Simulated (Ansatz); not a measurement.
Abridged output of a molecular run in Ansatz:

```
Functional definition: HF
  name "HF"
  cite "Fock, Z. Phys. 61, 126 (1930) doi:10.1007/BF01340294"
  parent pbe
  exchange = exact_x
  correlation = 0
405 factors; integrals over basis functions are off by at most 8.1e-4 eV
mean field evaluation 1: about -10315.8214 eV, gradient 1.7e1 eV
mean field evaluation 2: about -10315.8280 eV, gradient 1.7e1 eV
mean field evaluation 4: about -10316.7024 eV, gradient 2.7e0 eV
mean field evaluation 8: about -10316.7289 eV, gradient 2.8e-5 eV
mean field -10316.72892109 eV, -379.1327949201 hartree, gradient 2.0e-6 eV, S^2 0.000000; 0 other end points of the search recorded, 0 dependent functions left out; unrestricted orbitals would lower it
6 core orbitals not correlated: weight in the atoms' cores, before any rotation towards them, 1.000 or more for the frozen orbitals, at most 0.000 for the correlated occupied ones
reference -10316.72892109 eV, -379.1327949201 hartree; 5, 5 occupied and 31, 31 virtual orbitals, 405 factors
second order -6.74823662 eV of doubles, -0.00000000 eV of singles
cycle   1  -6.82535590 eV  change   -7.7e-2 eV  update   8.8e-2
cycle   2  -7.11463327 eV  change   -2.9e-1 eV  update   2.9e-2
cycle   3  -7.18656613 eV  change   -7.2e-2 eV  update   1.4e-2
cycle   4  -7.19683728 eV  change   -1.0e-2 eV  update   4.4e-3
cycle   5  -7.19839466 eV  change   -1.6e-3 eV  update   1.4e-3
cycle   6  -7.19840704 eV  change   -1.2e-5 eV  update   4.2e-4
cycle   7  -7.19868826 eV  change   -2.8e-4 eV  update   8.5e-5
cycle   8  -7.19868330 eV  change    5.0e-6 eV  update   2.2e-5
cycle   9  -7.19866648 eV  change    1.7e-5 eV  update   5.9e-6
cycle  10  -7.19867140 eV  change   -4.9e-6 eV  update   1.5e-6
perturbative correction -0.37630420 eV, -0.0138289244 hartree
Total energy: -10324.30389669 eV, -379.4111701388 hartree
```

Its atoms:

Cartesian coordinates in Å:
```
C -0.077 -0.130 0.015
P 0.704 1.177 -0.136
H -0.626 -1.047 0.120
```

(1) Which basis set was used?
A. def2-SVPD
B. def2-TZVPPD
C. cc-pV(D+d)Z
D. cc-pV(Q+d)Z

(2) Write the keys of the input that set method, charge and spin (a neutral closed shell needs none for the last two).

## Answers

(1) C. It gives 42 functions.

(2) 
```yaml
correlation: {method: ccsd_t}
```
